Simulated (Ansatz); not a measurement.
Calculated with Ansatz (gas phase, PBE0-D4/def2-TZVP geometries, no zero-point term in ΔE). CCSD(T)/CBS adds triple-zeta CCSD(T) − MP2 to the extrapolated MP2 energy (def2 sets, frozen cores). This one scheme is used for every species, atoms too. Functionals use def2-TZVPP. HSE06 is defined as in plane-wave codes. Open shells (•) are unrestricted, without spin–orbit coupling.

Reaction (homolysis of the H–N bond): `BN[SiH3]` → H• + `B[N][SiH3]`•

```csv
level,ΔE (kJ/mol),difference from CCSD(T)/CBS
LDA (SPW92),476.7,3.2
r2SCAN-D4,432.4,-41.1
B97M-V,440.4,-33.1
PBE0-D4,444.5,-29.0
r2SCANh-D4,436.5,-37.0
HSE06-D4,444.3,-29.2
ωB97X-V,459.3,-14.2
B2PLYP,455.2,-18.3
r2SCAN,431.9,-41.6
PBE0,442.7,-30.8
MP2/def2-SVP,468.9,-4.6
CCSD/def2-SVP,451.7,-21.8
CCSD(T)/def2-SVP,452.4,-21.1
MP2/def2-TZVPP,484.3,10.8
MP2/def2-QZVPP,489.1,15.6
MP2/CBS(def2),492.7,19.2
CCSD(T)/CBS,473.5,0
```

Largest T1 diagnostic among the species: 0.026.

The D4 term adds +3.5 kJ/mol with B3LYP and +1.7 kJ/mol with PBE0; it sums over pairs of atoms, weighted by their polarisabilities, and B3LYP, whose exchange is more repulsive, gets the larger term. From r2SCAN to r2SCAN0 (25 % exact exchange), in def2-TZVPP and without D4, ΔE moves by +9.2 kJ/mol.

B3LYP here is the variant with VWN-RPA as its local correlation; programs differ in this.
